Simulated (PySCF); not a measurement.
The numbers are results of PySCF 2.14.0 with B3LYP-D3(BJ)/def2-TZVP, not measurements. Isolated molecules, 0 K electronic values unless said otherwise. One relaxed conformer stands for a flexible species; it need not be the lowest. B3LYP has the VWN-RPA correlation part, as in Gaussian. Excitations are Tamm–Dancoff values on a coarser integration grid. The basis has no diffuse functions, so Rydberg states are missing or too high.

Reference species (SMILES): `O=C` (neutral, multiplicity 1).

```json
{
  "S1–T1 gap (TDA)": "0.69 eV",
  "brightest of the four lowest singlets (TDA)": "7.94 eV"
}
```

Changed species: `C(=O)N(C)C` (C–N–C–O torsion 0°) (X = dimethylamino; the reference has X = H).

**Question.** What does the change do to the S1–T1 gap (TDA) and brightest of the four lowest singlets (TDA)?

**Answer.** the S1–T1 gap (TDA) increases by 0.05 eV, to 0.74 eV; the brightest of the four lowest singlets (TDA) falls by 0.61 eV, to 7.33 eV.
